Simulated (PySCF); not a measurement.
Molecular orbitals of LiF

RHF at R = 1.570 Å; Li pcseg-2, F pcseg-2; no relativity (PySCF 2.14). State: ¹Σ⁺ (singlet), closed shell. Only the outer orbitals are listed, counted within each symmetry.

| orbital | occ. | ε (eV) | on Li (%) | main shells (%) |
| --- | --- | --- | --- | --- |
| 3σ | 2 | -37.43 | 3 | 97 F s |
| 4σ | 2 | -13.53 | 6 | 94 F p |
| 1π | 2 | -12.92 | 3 | 97 F p |
| 1π | 2 | -12.92 | 3 | 97 F p |
| 5σ | 0 | -0.10 | 100 | 73 Li s, 27 Li p |
| 2π | 0 | 1.84 | 102 | 102 Li p |
| 2π | 0 | 1.84 | 102 | 102 Li p |

Which are the highest filled and the lowest empty level, where do they sit, and how wide is the gap?

Highest filled 1π at -12.92 eV (in %: 97 F p); lowest empty 5σ at -0.10 eV (in %: 73 Li s, 27 Li p); the gap at RHF is 12.82 eV.

```json
{"bond order (Mayer)": "0.51", "⟨S²⟩": "0.000", "charge on Li (Mulliken, basis-dependent)": "0.72", "charge on Li (Löwdin, basis-dependent)": "0.49", "dipole moment (positive dipole means Li(−)F(+))": "-6.54 D", "polarisability along the bond": "6.2 bohr³", "polarisability across the bond": "5.1 bohr³"}
```

Shares are Mulliken populations and can fall outside 0 to 100 %.
